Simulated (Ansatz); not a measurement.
A calculation on 1T (CdI2-type) TaS₂ (undistorted form, which takes a superstructure on cooling) returned lattice constant a 3.355 Å, lattice parameter c 6.537 Å.

Question: Which level of theory produced these numbers?
(A) PBE0 (Ansatz, a first-principles code)
(B) HSE06-D3(BJ) (Ansatz)
(C) LDA (Ansatz)
(D) PBE-D4 (Ansatz)

Answer: A, PBE0 (Ansatz)

The others give: PBE-D4 3.342 Å, 5.897 Å; LDA 3.293 Å, 5.724 Å; HSE06-D3(BJ) 3.302 Å, 5.694 Å.

Unless a cell is named, each level is at its own relaxed cell (HSE06-D3(BJ) 17.92, LDA 17.91, PBE-D4 19.01, PBE0 21.24 Å³/atom).

Caveats: LDA has no dispersion term either, though it tends to give short spacings of layers, chains or molecules (LDA); exact exchange on metals is sensitive to the k mesh and can open a false gap (HSE06-D3(BJ)); the cell comes from a level without a dispersion term, which matters for the spacing of layers, chains or molecules (PBE0); the run warned that the count of filled bands differs between k points (HSE06-D3(BJ)). Ansatz's density-functional and Hartree–Fock values are scalar-relativistic unless marked +SOC, with PAW data made under PBE.
